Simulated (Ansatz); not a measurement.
# H2Si–C, triplet: the ladder up to RCCSDT(Q)

Geometry: a point of a stretch scan, not a stationary point.

```yaml
atoms:
  - { symbol: Si, position_ang: [0.0000, 0.0060, 0.4818] }
  - { symbol: C, position_ang: [0.0000, 0.0060, -1.3384] }
  - { symbol: H, position_ang: [0.0000, 0.9672, 1.1715] }
  - { symbol: H, position_ang: [0.0000, -1.2065, 1.3518] }
```

Basis cc-pVDZ; Ansatz 0.2.0. Only valence electrons are correlated (noble-gas cores frozen), which leaves 10 electrons in 36 orbitals. Prefix R: restricted or restricted open-shell reference. Active spaces: valence = (10e, 10o) chosen from the atoms' valence shells; pair = (4e, 4o) about the gap.

Full CI isn't at hand for all of this; RCCSDT(Q) serves as the reference, and is uncertain by the last step of the cluster series or more.

Coupled cluster chose its determinant by a search with trial CCSD, here up to 0.30 eV above the lowest Hartree–Fock solution of its kind, and MP2 stands on that determinant too.

- UHF ⟨S²⟩: 2.678
- T1 diagnostic (RCCSD): 0.0534
- largest doubles amplitude (RCCSD): 0.175
- T1 diagnostic (UCCSD): 0.0623

Question: From what is known of these methods and the diagnostics, rank them by the size of their error in total energy against RCCSDT(Q) in cc-pVDZ, smallest first (an estimate: the text doesn't fix the numbers).
A. RMP2
B. MRCISD+Q (pair space)
C. NEVPT2 (pair space)
D. RCCSDT
E. CASSCF (pair space)

Answer: D (2.2 kJ/mol), B (6.9 kJ/mol), C (113.3 kJ/mol), A (138.5 kJ/mol), E (514.3 kJ/mol).

All errors are against RCCSDT(Q) in cc-pVDZ. With T1 at 0.053 and a doubles amplitude of 0.17 one determinant is a poor start. Within each family the higher level lies nearer, as is usual though not guaranteed.

Natural occupations of CASSCF (valence space) about the gap: 1.987 1.975 1.969 1.802 1.002 0.997 0.198 0.037 0.020 0.012; effectively unpaired electrons, Σ n²(2−n)², 2.27.
